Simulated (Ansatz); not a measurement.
Geometry optimisation, Ansatz 0.2.0, RKS PBE-D4/def2-TZVP.

input.yaml

```yaml
crystal:
  periodic: [false, false, false]
  atoms:
    - { symbol: Si, position_ang: [-0.3764, 0.5145, -0.8146] }
    - { symbol: "N", position_ang: [0.9356, -0.2183, -0.1822] }
    - { symbol: P, position_ang: [0.628, -1.1283, 1.2098] }
    - { symbol: H, position_ang: [-1.4014, -0.4304, -1.1346] }
    - { symbol: H, position_ang: [0.0034, 1.2634, -2.0697] }
    - { symbol: H, position_ang: [-0.9105, 1.5607, 0.1673] }
    - { symbol: H, position_ang: [1.7019, 0.4752, -0.0367] }
    - { symbol: H, position_ang: [-0.4101, -1.8942, 0.8011] }
    - { symbol: H, position_ang: [-0.082, -0.189, 2.0425] }
basis:
  gaussian: { orbitals: def2-TZVP }
hamiltonian:
  xc: pbe
  dispersion: d4
relax:
  f_tol: 0.015
  max_steps: 40
output:
  orbitals: {}
```

Command:

```bash
$ ansatz run input.yaml --threads 2 --pin off --max-ram 3072MiB --backend cpu --events-out ev --progress --plain --runs-dir out
```

Where does it end, and by what steps?

The run converged. The force dipped under the threshold on the way, but the program's further checks kept it going. After 10 steps the energy has fallen by 0.628 eV; H7 moved furthest, 0.52 Å.

| step | energy less start (eV) | largest force component (eV/Å) | accepted |
| --- | --- | --- | --- |
| 0 | 0.0000 | 3.291 | yes |
| 1 | -0.4522 | 1.811 | yes |
| 2 | -0.5885 | 0.628 | yes |
| 3 | -0.5983 | 1.176 | yes |
| 4 | -0.6171 | 0.383 | yes |
| 5 | -0.6262 | 0.093 | yes |
| 6 | -0.6275 | 0.015 | yes |
| 7 | -0.6277 | 0.027 | yes |
| 8 | -0.6278 | 0.026 | yes |
| 9 | -0.6279 | 0.028 | yes |
| 10 | -0.6279 | 0.010 | yes |

```xyz
9
Properties=species:S:1:pos:R:3
Si -0.454 0.666 -0.858
N 0.875 -0.086 -0.026
P 0.776 -1.088 1.369
H -1.423 -0.368 -1.339
H 0.101 1.429 -2.019
H -1.199 1.595 0.052
H 1.824 0.076 -0.345
H -0.293 -1.964 0.968
H -0.118 -0.306 2.182
```

Time of the run: 24 s on 2 threads of AMD EPYC 7R43 64-Core Processor (Zen 3), on a shared host, peak memory 0.17 GiB.
